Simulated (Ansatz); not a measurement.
C₄H₉FO (`CCCOCF`), relaxed with RKS PBE0-D4/def2-TZVP in Ansatz 0.2.0 from a GFN2-xTB geometry. The force threshold is 0.005 eV/Å; the program also tests the step.

Total charge 0; spin multiplicity 1.

Start:

```xyz
15

C     0.800   -1.687    1.121
C     0.716   -0.484    0.190
C    -0.469    0.408    0.554
O    -0.499    1.646   -0.150
C    -0.850    1.586   -1.462
F     0.184    1.143   -2.266
H     1.644   -2.314    0.847
H    -0.107   -2.285    1.058
H     0.929   -1.366    2.152
H     1.629    0.109    0.260
H     0.619   -0.826   -0.842
H    -1.415   -0.127    0.387
H    -0.410    0.698    1.606
H    -1.689    0.895   -1.658
H    -1.081    2.603   -1.798
```

How much energy does the relaxation release, and in how many steps? (An estimate is asked.)

Computed: 2.34 kJ/mol, in 10 steps.

Which bonds change most? (Estimate.)

The calculation gave: C2–C3 from 1.527 to 1.515 Å; C1–H9 from 1.088 to 1.094 Å; C1–H8 from 1.088 to 1.094 Å; C5–H14 from 1.104 to 1.099 Å.

Give the relaxed structure. (Best estimate.)

The calculation gave: 
```xyz
15

C     0.788   -1.705    1.129
C     0.821   -0.466    0.251
C    -0.394    0.408    0.486
O    -0.356    1.630   -0.238
C    -0.933    1.610   -1.468
F    -0.151    0.943   -2.400
H     1.670   -2.328    0.964
H    -0.092   -2.320    0.919
H     0.762   -1.443    2.190
H     1.717    0.126    0.461
H     0.869   -0.745   -0.804
H    -1.315   -0.137    0.235
H    -0.454    0.688    1.542
H    -1.902    1.094   -1.462
H    -1.027    2.644   -1.807
```
